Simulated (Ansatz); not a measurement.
A made-up structure of H2S2, closed shell:

```
4
angstrom
S 0.8312 -0.7514 0.1025
S 0.0027 1.1191 0.1166
H -0.1205 -1.3991 0.8015
H 2.1498 -0.6919 -0.2251
```

It is relaxed with PBE-D4/def2-SVP and then PBE0-D4/def2-TZVP (Ansatz 0.2.0). Atoms count as bonded within 1.22 times the sum of their covalent radii (H–H: 0.88 Å). The end point is not checked to be a true minimum.

Task: Does its bonding change? (Judge from chemistry; the calculation decides.)

Result: The calculation gives: No: no bond forms or breaks.

Where it ends: The first stage lowers the energy by 2.01 eV in 8 steps. It ends as H₂S₂ ([S][SH2]):
S1  (0.603, -0.668, -0.241)
S2  (0.054, 1.180, 0.113)
H3  (0.281, -1.435, 0.843)
H4  (1.925, -0.800, 0.081)
(Å)

Labels in which every atom is bracketed show which atoms are joined, not bond orders.

For scale, one of the runs: PBE0-D4/def2-TZVP relaxation, 86 basis functions, launched by `ansatz run in.yaml --threads 2 --pin off --events-out ev --progress --plain --max-ram 4352MiB`. The run took about 7.5 s on 2 CPU threads of an Arm Neoverse N1 (shared host).
